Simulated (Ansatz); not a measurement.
Computed with Ansatz (a first-principles code) with PBE0-D3(BJ)/def2-TZVP. No frequencies were computed at this level.

Ansatz 0.2 input:
```yaml
crystal:
  periodic: [false, false, false]
  atoms:
    - { symbol: Cl, position_ang: [2.003816, -0.325787, -0.005891] }
    - { symbol: Al, position_ang: [-0.000389, -0.000104, -0.000238] }
    - { symbol: Cl, position_ang: [-0.719707, 1.897905, 0.002092] }
    - { symbol: Cl, position_ang: [-1.28372, -1.572014, 0.004036] }
basis:
  gaussian: { orbitals: def2-tzvp }
hamiltonian:
  xc: pbe0
  dispersion: d3bj
relax:
  max_steps: 150
```

Output:

```
Functional definition: PBE0
1083 factors; their error is unknown
mean field evaluation 1: about -44155.5847 eV, gradient 2.0e1 eV
mean field evaluation 2: about -44155.8370 eV, gradient 1.9e1 eV
mean field evaluation 4: about -44156.5013 eV, gradient 9.1e-1 eV
mean field evaluation 8: about -44156.6279 eV, gradient 6.7e-3 eV
mean field -44156.62785724 eV, -1622.7261433161 hartree, gradient 1.6e-5 eV, S^2 0.000000; 0 other end points of the search recorded, 0 dependent functions left out
reference -44156.62788485 eV, -1622.7261443307 hartree; 32, 32 occupied and 116, 116 virtual orbitals, 1083 factors
relax step   1: F+E_penalty+E_count = -44156.74983053 eV  Δ(F+E_penalty+E_count) = +0.000e0 eV  max|allowed force component| = 7.983e-1 eV/Å  Δτ_max = 0.0000 Å  (23 SCF iters, accepted)
these checks for a lower state are left out or cut short: starts, cluster_reference, orbital_swaps, neighbouring_geometries, increment
1083 factors; their error is unknown
mean field evaluation 16: about -44156.6760 eV, gradient 1.2e-1 eV
mean field -44156.67600537 eV, -1622.7279127273 hartree, gradient 4.1e-5 eV, S^2 0.000000; 0 other end points of the search recorded, 0 dependent functions left out
reference -44156.67603320 eV, -1622.7279137499 hartree; 32, 32 occupied and 116, 116 virtual orbitals, 1083 factors
relax step   2: F+E_penalty+E_count = -44156.79544268 eV  Δ(F+E_penalty+E_count) = -4.561e-2 eV  max|allowed force component| = 1.191e-1 eV/Å  Δτ_max = 0.0456 Å  (25 SCF iters, accepted)
these checks for a lower state are left out or cut short: starts, cluster_reference, orbital_swaps, neighbouring_geometries, increment
1083 factors; their error is unknown
mean field -44156.67680895 eV, -1622.7279422585 hartree, gradient 4.1e-5 eV, S^2 0.000000; 0 other end points of the search recorded, 0 dependent functions left out
reference -44156.67683675 eV, -1622.7279432801 hartree; 32, 32 occupied and 116, 116 virtual orbitals, 1083 factors
relax step   3: F+E_penalty+E_count = -44156.79656487 eV  Δ(F+E_penalty+E_count) = -1.122e-3 eV  max|allowed force component| = 1.347e-2 eV/Å  Δτ_max = 0.0056 Å  (25 SCF iters, accepted)
these checks for a lower state are left out or cut short: starts, cluster_reference, orbital_swaps, neighbouring_geometries, increment
1083 factors; their error is unknown
mean field -44156.67678388 eV, -1622.7279413370 hartree, gradient 3.2e-5 eV, S^2 0.000000; 0 other end points of the search recorded, 0 dependent functions left out
reference -44156.67681167 eV, -1622.7279423585 hartree; 32, 32 occupied and 116, 116 virtual orbitals, 1083 factors
relax step   4: F+E_penalty+E_count = -44156.79657859 eV  Δ(F+E_penalty+E_count) = -1.371e-5 eV  max|allowed force component| = 1.207e-4 eV/Å  Δτ_max = 0.0007 Å  (17 SCF iters, accepted)
1083 factors; their error is unknown
mean field evaluation 32: about -44156.5333 eV, gradient 2.8e0 eV
mean field -44156.67678388 eV, -1622.7279413370 hartree, gradient 3.2e-5 eV, S^2 0.000000; 1 other end points of the search recorded, 0 dependent functions left out
reference -44156.67681167 eV, -1622.7279423585 hartree; 32, 32 occupied and 116, 116 virtual orbitals, 1083 factors
Total energy: -44156.79660638 eV, -1622.7323447328 hartree
Atom 0 at     2.041980    -0.331988    -0.006084 Å, force    -0.000121     0.000035     0.000000 eV/Å
Atom 1 at    -0.000009     0.000005    -0.000000 Å, force     0.000006    -0.000004     0.000001 eV/Å
Atom 2 at    -0.733485     1.934417     0.002051 Å, force     0.000062    -0.000062    -0.000000 eV/Å
Atom 3 at    -1.308486    -1.602434     0.004033 Å, force     0.000052     0.000031    -0.000000 eV/Å
Dipole moment:    -0.000018     0.000007    -0.000000 e Å
```

Cost: very roughly 20 core-seconds.
